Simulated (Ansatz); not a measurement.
The inner images of a band of AlH$_{7}$NP (10 atoms, charge 0, multiplicity 1) are given out of order.

Theory: RKS r2SCAN/def2-SVP (Ansatz).

Initial state:

```xyz
10
Properties=species:S:1:pos:R:3
Al -0.127 0.023 0.427
N 0.319 -0.874 1.914
H -0.328 -1.387 2.504
H 1.266 -1.008 2.255
H 1.070 0.470 -0.537
H -1.620 -0.172 -0.116
P -0.606 2.500 1.209
H -1.015 3.458 0.242
H 0.416 3.278 1.817
H -1.624 2.759 2.166
```

Final state:

```xyz
10
Properties=species:S:1:pos:R:3
Al -0.225 0.595 0.145
N -0.262 -0.023 2.123
H -0.304 -1.043 2.202
H 0.570 0.283 2.634
H 1.137 -0.110 -0.318
H -1.626 -0.014 -0.340
P -0.145 2.962 0.282
H -1.202 3.058 1.246
H 0.882 2.988 1.282
H -1.073 0.350 2.624
```

Q: Put them in order from the first end to the last, with their energies above the first end.
A.
```xyz
10
Properties=species:S:1:pos:R:3
Al -0.181 0.599 0.135
N -0.199 -0.034 2.117
H -0.710 -0.912 2.246
H 0.744 -0.175 2.487
H 1.231 0.005 -0.333
H -1.530 -0.092 -0.384
P -0.284 2.965 0.313
H -1.376 2.963 1.244
H 0.707 3.061 1.345
H -0.651 0.668 2.710
```
B.
```xyz
10
Properties=species:S:1:pos:R:3
Al -0.093 0.226 0.163
N -0.063 -0.244 2.020
H -0.821 -0.814 2.400
H 0.805 -0.576 2.445
H 1.354 0.214 -0.502
H -1.437 -0.223 -0.564
P -0.470 2.482 1.165
H -1.698 3.181 1.244
H 0.474 3.530 1.290
H -0.301 1.272 2.219
```
C.
```xyz
10
Properties=species:S:1:pos:R:3
Al -0.092 -0.012 0.266
N 0.182 -0.637 1.932
H -0.539 -1.042 2.523
H 1.084 -0.727 2.388
H 1.217 0.333 -0.581
H -1.497 -0.330 -0.420
P -0.606 2.427 1.144
H -1.348 3.543 0.658
H 0.555 3.142 1.542
H -1.204 2.352 2.428
```
D.
```xyz
10
Properties=species:S:1:pos:R:3
Al -0.022 0.002 0.238
N 0.034 -0.676 1.900
H -0.760 -1.052 2.407
H 0.872 -0.770 2.467
H 1.381 0.283 -0.467
H -1.381 -0.206 -0.574
P -0.507 2.472 1.139
H -1.709 3.231 1.051
H 0.396 3.571 1.191
H -0.553 2.192 2.528
```
E.
```xyz
10
Properties=species:S:1:pos:R:3
Al -0.157 0.441 0.135
N -0.117 -0.121 2.101
H -0.897 -0.686 2.447
H 0.751 -0.512 2.475
H 1.292 0.104 -0.449
H -1.480 -0.212 -0.479
P -0.432 2.773 0.537
H -1.566 3.070 1.341
H 0.586 3.323 1.364
H -0.229 0.868 2.407
```

A: C (+0.03 eV), D (+0.10 eV), B (+0.72 eV), E (-0.19 eV), A (-0.50 eV).

Time of the run: 3.9 min on 2 threads of Arm Neoverse V2, with other jobs on the host, peak memory 0.14 GiB.
